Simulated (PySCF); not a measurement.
Geometries of 2 isomers of C3H3F, from PBE0-D3(BJ)/def2-SVP geometry optimisation, gas phase (PySCF). One conformer each, no zero-point energy, no frequencies.

Question: Which is lower in electronic energy at this level?
A.
```xyz
7
angstrom
C      1.606   -0.197   -0.513
C      0.490   -0.077   -0.063
C     -0.852    0.054    0.494
F     -1.585    1.013   -0.152
H      2.598   -0.303   -0.914
H     -0.785    0.319    1.564
H     -1.381   -0.912    0.415
```
B.
```xyz
7
angstrom
F     -0.736    1.050   -1.696
C     -0.383    0.330   -0.667
C     -0.632   -0.658    0.124
C      0.645    0.175    0.367
H     -1.210   -1.501    0.485
H      1.628   -0.257    0.116
H      0.685    0.868    1.224
```

Answer: A. That is `C(C#C)F` (HC≡CCH2F), 11.0 kcal/mol below the other.

```
 SMILES     atoms numbered as above      E (Eh)  relative (kcal/mol)  relative (kJ/mol)  dipole (D)
  C#CCF    [CH:1]#[C:2][CH2:3][F:4]  -215.47691                  0.0                0.0        1.70
FC1=CC1  [F:1][C:2]1=[CH:3][CH2:4]1  -215.45936                 11.0               46.1        0.96
```

As drawn, the lower has a C≡C bond, which the higher lacks; the higher has a three-membered ring and a C=C bond outside aromatic rings, which the lower lacks.
